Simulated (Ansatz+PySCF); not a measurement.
The numbers below are computed, except where a source is named.
Input for PySCF 2.14.0:

```python
from pyscf import gto, scf, cc

mol = gto.M(atom="""
Al 0.000000 0.000000 0.000000
P 0.000000 0.000000 2.300000
""", basis='sto-3g', charge=0, spin=2)
mf = scf.UHF(mol)
mf.kernel()
mycc = cc.CCSD(mf, frozen=10).run()
et = mycc.ccsd_t()
print(mf.e_tot, mycc.e_corr, et, mycc.e_tot + et)
```

The script is written out from the run's settings.

Output:

| Property | Result |
| --- | --- |
| Converged | yes |
| Reference energy | -575.77364 hartree |
| CCSD correlation energy | -0.05937 hartree |
| Triples correction | -0.00431 hartree |
| Total energy | -575.83732 hartree |
| Spin squared of the determinant | 2.038 |

This is not the lowest solution: another run reaches a determinant 1.30 eV lower. Caution: another reference gives a lower total.
